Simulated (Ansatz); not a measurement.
Crystal structures of tantalum under BLYP

Level of theory: DFT, BLYP, plane waves (420 eV) with PAW, scalar-relativistic in Ansatz 0.2.0. (PAW data from PBE, frozen cores regenerated.)

Each structure is relaxed within its own symmetry, so a high-lying one may be dynamically unstable.

| structure | ΔE (meV/atom) | V (Å³/atom) | cell | magnetic state |
| --- | --- | --- | --- | --- |
| bcc | 0 | 18.89 | a = 3.356 Å | spin not included |
| A15 | 31 | 19.28 | a = 5.362 Å | spin not included |
| omega (AlB2-type) | 201 | 19.26 | a = 4.922 Å, c = 2.754 Å (c/a = 0.560) | spin not included |
| fcc | 229 | 19.39 | a = 4.265 Å | spin not included |
| dhcp | 236 | 19.38 | a = 2.941 Å, c = 10.349 Å (c/a = 3.518) | spin not included |
| hcp | 252 | 19.36 | a = 2.918 Å, c = 5.252 Å (c/a = 1.800) | spin not included |
| simple cubic | 899 | 21.44 | a = 2.778 Å | spin not included |
| diamond | 2307 | 29.87 | a = 6.205 Å | spin not included |

ΔE counts from bcc.

Differences under about 8 meV lie within the error of the k-point mesh.
